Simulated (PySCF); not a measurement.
**Shieldings and the share of exact exchange**

Molecule: SMILES [NH2+]([BH3-])C, CH8BN.

Mapped SMILES: `[BH3-:1][NH2+:2][CH3:3]`. Each H is labelled by its parent atom.

GIAO shieldings (ppm, equivalent atoms averaged) in PySCF on the PBE0-D3(BJ)/def2-SVP geometry, basis pcSseg-2, gas phase, non-relativistic:

| functional | exact exchange (%) | σ(B1) | σ(N2) | σ(C3) |
| --- | --- | --- | --- | --- |
| BLYP | 0 | 112.2 | 200.1 | 136.8 |
| BP86 | 0 | 115.8 | 207.4 | 141.3 |
| PBE | 0 | 115.4 | 206.8 | 141.6 |
| B3LYP | 20 | 116.2 | 208.4 | 141.9 |
| PBE0 | 25 | 120.1 | 216.1 | 147.3 |
| mPW1PW91 | 25 | 119.9 | 215.4 | 146.7 |
| HF | 100 | 129.0 | 229.3 | 157.4 |

(1) Fit each shielding as a line in the percentage of exact exchange.

(2) What does the line predict for BHandHLYP (50 %), and what does the run give?

Answers

(1) σ(B1) = 114.8 + 0.15 x (rms 1.5 ppm); σ(N2) = 205.9 + 0.25 x (rms 3.2 ppm); σ(C3) = 140.4 + 0.18 x (rms 2.1 ppm). The functionals also differ in their semilocal parts, which the line can't hold; Hartree–Fock has no correlation at all.

(2) σ(B1): 122.3 predicted, 121.2 computed; σ(N2): 218.4 predicted, 217.8 computed; σ(C3): 149.4 predicted, 148.2 computed ppm.
